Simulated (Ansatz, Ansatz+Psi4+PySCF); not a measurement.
```xyz
2

C     0.0000    0.0000   -0.6996
F     0.0000    0.0000    0.6996
```

Basis set: cc-pVTZ (spherical functions). Correlated methods keep 2 orbitals frozen. Correlation on ROHF uses semicanonical orbitals with singles. Charge 0, multiplicity 2.

Computed with Ansatz (development build ahead of 0.2.0); the reference of a correlated method needn't be the lowest determinant of its kind.

Task: Give the atomization energy at this shape (free ground-state atoms in the same class of orbitals less the molecule, no zero-point energy) of doublet CF by UHF-BCCD(T), ROHF-CCSD(T).

Result:

| method | atomization energy |
| --- | --- |
| UHF-BCCD(T) | 509.4 kJ/mol |
| ROHF-CCSD(T) | 508.9 kJ/mol |

Caution: the reference determinant was not shown to be the lowest; the shape is not the minimum.
